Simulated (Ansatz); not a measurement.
Geometry optimisation, Ansatz 0.2.0, RKS revPBE/def2-SVP.

The input (input.yaml):

```yaml
crystal:
  periodic: [false, false, false]
  atoms:
    - { symbol: C, position_ang: [-0.009, -1.0021, -0.6432] }
    - { symbol: C, position_ang: [0.4564, -0.0333, 0.4011] }
    - { symbol: O, position_ang: [1.3907, -0.2604, 1.1071] }
    - { symbol: C, position_ang: [-0.1961, 1.2891, 0.5762] }
    - { symbol: O, position_ang: [-1.2348, 1.5564, -0.1257] }
    - { symbol: H, position_ang: [-1.088, -1.2256, -0.4284] }
    - { symbol: H, position_ang: [0.5846, -1.859, -0.6742] }
    - { symbol: H, position_ang: [0.0356, -0.4551, -1.6394] }
    - { symbol: H, position_ang: [0.1491, 1.9437, 1.4092] }
basis:
  gaussian: { orbitals: def2-SVP }
hamiltonian:
  xc: revpbe
relax:
  f_tol: 0.015
  max_steps: 40
```

Launched with:

```bash
$ ansatz run input.yaml --threads 1 --pin off --max-ram 2048MiB --backend cpu --events-out ev --progress --plain --runs-dir out
```

Where does it end, and by what steps?

It converged. The force dipped under the threshold on the way, but the program's further checks kept it going. After 13 steps the energy has fallen by 0.429 eV; C4 moved furthest, 0.08 Å.

```csv
step,energy less start (eV),largest force component (eV/Å),accepted
0,0.0000,4.803,yes
1,-0.2182,2.414,yes
2,-0.3609,1.014,yes
3,-0.4128,0.562,yes
4,-0.4253,0.149,yes
5,-0.4273,0.070,yes
6,-0.4279,0.029,yes
7,-0.4282,0.052,yes
8,-0.4281,0.074,no
9,-0.4284,0.016,yes
10,-0.4285,0.004,yes
11,-0.4285,0.024,yes
12,-0.4286,0.018,yes
13,-0.4286,0.001,yes
```

```xyz
9
Properties=species:S:1:pos:R:3
C -0.016 -0.988 -0.657
C 0.485 -0.043 0.413
O 1.435 -0.256 1.155
C -0.274 1.302 0.574
O -1.228 1.631 -0.104
H -1.077 -1.253 -0.464
H 0.607 -1.900 -0.684
H -0.006 -0.484 -1.647
H 0.163 1.945 1.396
```

Whether the end is a true minimum wasn't checked by a vibrational analysis.

Time of the run: 51 s on 1 thread of Intel(R) Xeon(R) Platinum 8259CL CPU @ 2.50GHz (Skylake/Cascade Lake) (shared host), peak memory 0.14 GiB.
